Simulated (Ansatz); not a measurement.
# BePH2 (sextet): the correlation ladder, def2-QZVPP

An exercise on one series of results from a longer session: the logs are not shown, and one member is left open.

Program: Ansatz 0.2.0, Gaussian basis. Level of theory: def2-QZVPP, core rule «outside noble gas», up to 6 orbitals frozen. These are calculated values, not measurements.

Plan: UHF; ROHF; CCSD(T) on UHF.

## What is computed

The geometry is a PBE0/def2-TZVP stationary point (not a proven minimum) of the parent state, kept for this charge and spin.

4 atoms, charge 0, spin multiplicity 6.

Atoms are counted from 1 here; the program's logs count them from 0.

Bond lengths: P1–Be2 2.362 Å, P1–H3 1.434 Å, Be2–H4 1.404 Å. Angles: Be2–P1–H3 78.1°, P1–Be2–H4 72.5°.

The first run:

The input, in.yaml:

```yaml
crystal:
  periodic: [false, false, false]
  atoms:
    - {symbol: P, position_ang: [0.000000, -0.077599, 0.555021]}
    - {symbol: Be, position_ang: [0.000000, 0.243011, -1.784965]}
    - {symbol: H, position_ang: [0.000000, 1.352773, 0.453405]}
    - {symbol: H, position_ang: [0.000000, -1.140996, -1.549372]}
basis:
  gaussian: {orbitals: "def2-QZVPP.json"}
magnetization: {spin_polarized: true, initial_magnetization: 5}
hamiltonian: {xc: hf}
output: {orbitals: {seedname: orbitals}}
```

On the command line:

```console
> ansatz run in.yaml --threads 1 --pin off --events-out ev --progress --plain --max-ram 2393MiB
```

Steps of the session up to this table: UHF; ROHF; CCSD(T) on UHF.

One of the session's tables, all rows but one given; the rest of the session is left out.

```
  method  from UCCSD(T) (kJ/mol)
    ROHF                  +474.0
     UHF                       ?
    UMP2                   +93.7
   UCCSD                   +19.8
UCCSD(T)                       0
```

**Question.** Estimate the row for UHF.

**Answer.** from UCCSD(T) (kJ/mol): +453.2. In the column «from UCCSD(T) (kJ/mol)» it lies between UMP2 (+93.7) and ROHF (+474.0).
